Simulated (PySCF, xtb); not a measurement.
AlCl3, SMILES [Cl][Al]([Cl])[Cl].

GFN2-xTB (xtb) at its own geometry gives an orbital gap of 4.57 eV and a dipole moment of 0.00 D.

Geometry optimised at PBE0-D3(BJ)/def2-SVP. The isomer is the one that the SMILES or the coordinates give; other isomers of the formula were not compared.

**Question.** What does PBE/def2-TZVPD (PySCF) give? (An estimate is asked for; the answer gives what the named calculation found.)

**Answer.** gap 5.66 eV (levels -8.02 and -2.35 eV), dipole 0.00 D.
